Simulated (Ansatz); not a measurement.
A made-up structure of CH7OSi (charge +1), singlet:

```
10
angstrom
O -1.2934 0.4733 -0.5958
C 0.1979 0.6127 -0.3389
Si 0.7545 -0.7571 0.8910
H -1.5600 -0.4337 -0.8299
H -1.6538 1.1076 -1.2406
H 0.2855 1.6211 0.0625
H 0.6853 0.5489 -1.3121
H 0.7786 -0.1757 -0.7449
H 0.2300 -0.4177 2.2279
H 2.2269 -0.7662 0.7905
```

It is relaxed with PBE-D4/def2-SVP and then PBE0-D4/def2-TZVP (Ansatz 0.2.0). Atoms count as bonded within 1.22 times the sum of their covalent radii (H–H: 0.88 Å). The end point is not checked to be a true minimum.

**Question.** Does its bonding change? (Judge from chemistry; the calculation decides.)

**Answer.** By the calculation: Yes. Formed: Si3–H4, Si3–H8; broken: O1–H4, C2–Si3.

Where it ends: The first stage lowers the energy by 5.45 eV in 28 steps. It ends as CH₇OSi ([OH][CH2][H][SiH3]), total charge +1:
```xyz
10
angstrom
O -1.1985 0.7570 -1.3328
C -0.0624 1.0852 -0.7258
Si 0.4747 -0.8424 1.0573
H -0.9715 -0.8365 1.3250
H -1.0673 0.5113 -2.2576
H -0.2356 1.6750 0.1731
H 0.7571 1.4727 -1.3396
H 0.5591 0.0667 -0.3546
H 1.3401 -0.0283 1.9270
H 1.0558 -2.0476 0.4377
```

Labels in which every atom is bracketed show which atoms are joined, not bond orders.

For scale, one of the runs: PBE0-D4/def2-TZVP relaxation, 141 basis functions, launched by `ansatz run in.yaml --threads 2 --pin off --events-out ev --progress --plain --max-ram 4352MiB`. The run took about 57 s on 2 CPU threads of an Arm Neoverse V2 (shared host).
